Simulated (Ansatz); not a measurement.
Cost and result for the atomization energy of AlBH4O (`[BH2][AlH][OH]`) (7 atoms, 6 bonds).

The species carries charge 0 and has multiplicity 1. The structure was optimised at the PBE0-D4/def2-TZVP level. It is one conformer, not always the lowest. Program: Ansatz. All runs use 2 threads of an Arm Neoverse V1 on a shared host. Times are those of one run each, without the atoms' runs, and a repeat can differ threefold. Electronic energies, without spin–orbit coupling; frozen cores. CCSD(T)/CBS adds CCSD(T) − MP2 in def2-TZVPP to the MP2 limit, and its time is that of the two runs behind it. T1 = 0.012. B3LYP takes the VWN-RPA correlation (the form of Gaussian; ORCA's B3LYP/G). HSE06 is the plane-wave form, built on full-range PBE exchange.

CCSD(T)/CBS is a level of theory with its own doubt, some kJ/mol a heavy atom from the limit and from the frozen cores, so smaller differences don't rank the functionals.

| level | functions | wall time |
| --- | --- | --- |
| CCSD(T)/def2-SVP | 66 | 0.9 s |
| revPBE-D4/def2-TZVPP | 160 | 1.4 s |
| BLYP-D4/def2-TZVPP | 160 | 1.5 s |
| PBE-D4/def2-TZVPP (with forces) | 160 | 1.6 s |
| PBE0-D4/def2-TZVPP | 160 | 1.8 s |
| BHLYP-D4/def2-TZVPP | 160 | 1.9 s |
| HSE06-D4/def2-TZVPP | 160 | 2 s |
| CAM-B3LYP-D4/def2-TZVPP | 160 | 2.1 s |
| B3LYP-D4/def2-TZVPP (with forces) | 160 | 2.4 s |
| r2SCANh-D4/def2-TZVPP | 160 | 3.2 s |
| MP2/def2-QZVPP | 304 | 9 s |
| CCSD(T)/def2-TZVPP | 160 | 18 s |
| CCSD(T)/CBS(def2) | – | 27 s |

(1) What atomization energy does each give, and how far from CCSD(T)/CBS? (Estimate.)

## Answers

(1) The calculation gave: 
```
                            level  atomization (kJ/mol)  difference from CCSD(T)/CBS  per bond
                 CCSD(T)/def2-SVP                2077.0                       -134.7     -22.4
             revPBE-D4/def2-TZVPP                2159.1                        -52.6      -8.8
               BLYP-D4/def2-TZVPP                2196.6                        -15.1      -2.5
  PBE-D4/def2-TZVPP (with forces)                2207.6                         -4.1      -0.7
               PBE0-D4/def2-TZVPP                2179.6                        -32.1      -5.3
              BHLYP-D4/def2-TZVPP                2158.2                        -53.5      -8.9
              HSE06-D4/def2-TZVPP                2180.6                        -31.1      -5.2
          CAM-B3LYP-D4/def2-TZVPP                2222.4                         10.7       1.8
B3LYP-D4/def2-TZVPP (with forces)                2207.5                         -4.2      -0.7
            r2SCANh-D4/def2-TZVPP                2201.4                        -10.3      -1.7
                   MP2/def2-QZVPP                2220.4                          8.7       1.5
               CCSD(T)/def2-TZVPP                2154.5                        -57.2      -9.5
                CCSD(T)/CBS(def2)                2211.7                          0.0       0.0
```

Leaving LDA and LC-ωPBE aside and taking each functional with its dispersion term where it has one, the values, not all of them listed here, spread over 67.8 kJ/mol, from BHLYP-D4 to B97M-V. LDA lies +265.0 kJ/mol from PBE without D4, its usual overbinding. From r2SCAN to r2SCAN0 (25 % exact exchange), in def2-TZVPP and without D4, the atomization energy moves by −34.5 kJ/mol: exact exchange takes away binding that semilocal exchange gives to molecules. In def2-TZVPP, CCSD(T) changes the Hartree–Fock value by +491.5 kJ/mol (the triples alone add +23.2 kJ/mol) and MP2 by +523.1 kJ/mol; breaking electron pairs costs correlation energy, which Hartree–Fock lacks.
